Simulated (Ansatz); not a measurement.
A made-up structure of CH$_{2}$NS (charge -1), closed shell:

```
5
angstrom
N -0.3079 0.3745 -0.2783
C -0.1855 -0.9055 0.1057
S 1.2025 -1.2148 1.0270
H -1.0984 0.6615 -0.8297
H 2.2008 -2.0530 1.4151
```

It is relaxed with PBE-D4/def2-SVPD and then PBE0-D4/def2-TZVPD (Ansatz 0.2.0). Atoms count as bonded within 1.22 times the sum of their covalent radii (H–H: 0.88 Å). The end point is not checked to be a true minimum.

**Question.** Does its bonding change? (A judgement: the text doesn't fix the answer.)

**Answer.** The calculation gives: No: no bond forms or breaks.

Where it ends: The first stage lowers the energy by 2.21 eV in 10 steps. It ends as CH₂NS ([NH][C][SH]), total charge -1:
```xyz
5
angstrom
N -0.3361 0.3740 -0.1553
C 0.0377 -0.8355 -0.0057
S 1.5379 -0.8500 1.2243
H -1.1241 0.3542 -0.8049
H 1.6961 -2.1798 1.1814
```

Labels in which every atom is bracketed show which atoms are joined, not bond orders.

For scale, one of the runs: PBE0-D4/def2-TZVPD relaxation, 138 basis functions, launched by `ansatz run in.yaml --threads 2 --pin off --events-out ev --progress --plain --max-ram 4352MiB`. The run took about 13 s on 2 CPU threads of an Arm Neoverse V2 (shared host).
